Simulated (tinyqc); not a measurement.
Inside a calculation. Method: extended Hueckel theory, for HF. One step of it, computed by the program tinyqc.

Problem. Mulliken analysis. P = C n C^T; charge = valence electrons (H 1, F 7) minus the sum of (P S)_ii on the atom; overlap population = 2 sum P_ij S_ij between two atoms.

coefficients:
```
              MO1        MO2        MO3       MO4        MO5
1F 2s    0.924615  -0.133373   0.000000  0.000000  -0.596553
1F 2px   0.000000   0.000000  -0.181118  0.983461   0.000000
1F 2py   0.000000   0.000000   0.983461  0.181118   0.000000
1F 2pz  -0.031365   0.911068   0.000000  0.000000  -0.578315
2H 1s    0.162052   0.208845   0.000000  0.000000   1.150729
```

occupations: 2.000000  2.000000  2.000000  2.000000  0.000000

overlap S:
```
           1F 2s    1F 2px    1F 2py    1F 2pz     2H 1s
1F 2s   1.000000  0.000000  0.000000  0.000000  0.404927
1F 2px  0.000000  1.000000  0.000000  0.000000  0.000000
1F 2py  0.000000  0.000000  1.000000  0.000000  0.000000
1F 2pz  0.000000  0.000000  0.000000  1.000000  0.344531
2H 1s   0.404927  0.000000  0.000000  0.344531  1.000000
```

Give: charges; Overlap populations.

Solution.

charges: 1F -0.6339, 2H 0.6339

Overlap populations:
```
pair     value
2-1   0.452787
```
